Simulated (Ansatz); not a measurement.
Compare A (`N/C=C1/CO1`) with its isomer B (`COC#CN`).

Computed with Ansatz on PBE0-D4/def2-TZVP structures; ΔE is electronic, products minus reactants. CCSD(T)/CBS adds triple-zeta CCSD(T) − MP2 to the extrapolated MP2 energy (def2 sets, frozen cores). DFT in def2-TZVPP. B3LYP here is the variant with VWN-RPA as its local correlation; programs differ in this. One conformer a species, not always the lowest.

**Question.** Which is lower in electronic energy at CCSD(T)/CBS, and by how much? (Estimate.)

**Answer.** Ansatz gave: A, by 57.7 kJ/mol.

**Question.** Give E(B) − E(A) in kJ/mol with CCSD/def2-TZVPP, B3LYP-D4, MP2/def2-TZVPP, B3LYP, LDA (SPW92), CCSD(T)/def2-SVP, r2SCAN-D4. (An estimate is asked.)

**Answer.** The calculation gave: CCSD/def2-TZVPP 52.7, B3LYP-D4 51.2, MP2/def2-TZVPP 55.0, B3LYP 48.6, LDA (SPW92) 72.0, CCSD(T)/def2-SVP 50.0, r2SCAN-D4 70.8. None reverses the order clearly.

**Question.** Does the order hold for the free energy at 298.15 K (harmonic terms from PBE0-D4)? (Best estimate.)

**Answer.** The calculation gave: Yes: G(B) − G(A) = +51.5 kJ/mol, for one conformer each.

Largest T1 diagnostic: 0.013.

In def2-TZVPP, CCSD(T) changes the Hartree–Fock value by +28.2 kJ/mol (the triples alone add +4.0 kJ/mol) and MP2 by +26.4 kJ/mol. From BLYP to BHLYP (50 % exact exchange), in def2-TZVPP and without D4, E(B) − E(A) moves by −5.6 kJ/mol.
